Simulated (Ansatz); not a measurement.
System: 1T (CdI2-type) PbI₂. Method: PBEsol in Ansatz (PAW).

Rigid layers of the crystal as relaxed at this level are moved apart or together:

```tsv
run	k mesh	layer repeat (Å)	energy against free layers (meV/Å²)	gap on the mesh (eV)
1	12×12×6	6.68	-0.99	1.939
2	12×12×6	6.83	-1.76	2.024
3	12×12×6	6.98	-2.08	2.107
4	12×12×6	7.18	-2.07	2.212
5	12×12×6	7.48	-1.66	2.306
6	12×12×4	7.98	-0.90	2.360
7	12×12×4	8.98	-0.23	2.425
8	12×12×4	10.98	-0.01	2.464
```

The lowest energy of these points lies at a layer repeat of 6.98 Å.

Spin–orbit coupling is not included.

Note: the cell comes from a level without a dispersion term, which matters for the spacing of layers, chains or molecules.

Ansatz is a first-principles code.
